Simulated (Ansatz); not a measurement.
A trace of molecular dynamics of FH$_{6}$NSi (9 atoms, charge 0, multiplicity 1).

All numbers below come from RKS PBE-D4/def2-SVP in Ansatz 0.2.0.

| Item | Value |
| --- | --- |
| ensemble | NVE (velocity Verlet) |
| starting velocities drawn for | 100 K |
| seed | 7268 |

```json
{"time (fs)": "0", "T (K)": "100", "potential energy less start (eV)": "0.000", "conserved less start (meV/atom)": "0.00"}
{"time (fs)": "4", "T (K)": "45", "potential energy less start (eV)": "0.050", "conserved less start (meV/atom)": "0.05"}
{"time (fs)": "8", "T (K)": "58", "potential energy less start (eV)": "0.038", "conserved less start (meV/atom)": "0.01"}
{"time (fs)": "12", "T (K)": "18", "potential energy less start (eV)": "0.074", "conserved less start (meV/atom)": "0.04"}
{"time (fs)": "16", "T (K)": "58", "potential energy less start (eV)": "0.038", "conserved less start (meV/atom)": "0.01"}
{"time (fs)": "20", "T (K)": "52", "potential energy less start (eV)": "0.044", "conserved less start (meV/atom)": "0.04"}
{"time (fs)": "24", "T (K)": "85", "potential energy less start (eV)": "0.014", "conserved less start (meV/atom)": "0.02"}
{"time (fs)": "28", "T (K)": "64", "potential energy less start (eV)": "0.033", "conserved less start (meV/atom)": "0.04"}
{"time (fs)": "32", "T (K)": "101", "potential energy less start (eV)": "0.000", "conserved less start (meV/atom)": "0.02"}
{"time (fs)": "36", "T (K)": "136", "potential energy less start (eV)": "-0.032", "conserved less start (meV/atom)": "0.02"}
{"time (fs)": "40", "T (K)": "181", "potential energy less start (eV)": "-0.073", "conserved less start (meV/atom)": "0.03"}
{"time (fs)": "44", "T (K)": "252", "potential energy less start (eV)": "-0.137", "conserved less start (meV/atom)": "0.01"}
{"time (fs)": "48", "T (K)": "288", "potential energy less start (eV)": "-0.170", "conserved less start (meV/atom)": "0.03"}
{"time (fs)": "52", "T (K)": "346", "potential energy less start (eV)": "-0.223", "conserved less start (meV/atom)": "0.01"}
{"time (fs)": "56", "T (K)": "383", "potential energy less start (eV)": "-0.256", "conserved less start (meV/atom)": "0.02"}
{"time (fs)": "60", "T (K)": "460", "potential energy less start (eV)": "-0.325", "conserved less start (meV/atom)": "0.01"}
{"time (fs)": "64", "T (K)": "466", "potential energy less start (eV)": "-0.331", "conserved less start (meV/atom)": "0.05"}
{"time (fs)": "68", "T (K)": "522", "potential energy less start (eV)": "-0.382", "conserved less start (meV/atom)": "0.00"}
{"time (fs)": "72", "T (K)": "487", "potential energy less start (eV)": "-0.350", "conserved less start (meV/atom)": "0.02"}
{"time (fs)": "76", "T (K)": "508", "potential energy less start (eV)": "-0.369", "conserved less start (meV/atom)": "-0.01"}
{"time (fs)": "80", "T (K)": "444", "potential energy less start (eV)": "-0.311", "conserved less start (meV/atom)": "0.05"}
{"time (fs)": "84", "T (K)": "465", "potential energy less start (eV)": "-0.330", "conserved less start (meV/atom)": "0.02"}
{"time (fs)": "88", "T (K)": "425", "potential energy less start (eV)": "-0.294", "conserved less start (meV/atom)": "0.04"}
{"time (fs)": "92", "T (K)": "460", "potential energy less start (eV)": "-0.326", "conserved less start (meV/atom)": "-0.02"}
{"time (fs)": "96", "T (K)": "423", "potential energy less start (eV)": "-0.292", "conserved less start (meV/atom)": "0.01"}
{"time (fs)": "100", "T (K)": "419", "potential energy less start (eV)": "-0.289", "conserved less start (meV/atom)": "0.01"}
```

Question: Is this trajectory sound?

Answer: The conserved energy stayed within 0.059 meV per atom of its start (net change 0.01 meV per atom), so the integration is sound. The kinetic energy rose, since the run started high on the potential surface and went downhill. It ends in pieces (FH + H5NSi), so much of that is their flight and rotation, not heat. A run of 0.1 ps of so small a system gives no equilibrium averages. The orbitals stay closed-shell, which can raise the energy where a bond breaks towards radicals; this wasn't checked here. The time step was 0.5 fs.

Run time: 6.2 min on 1 thread of Arm Neoverse V1, on a shared host, peak memory 0.13 GiB.
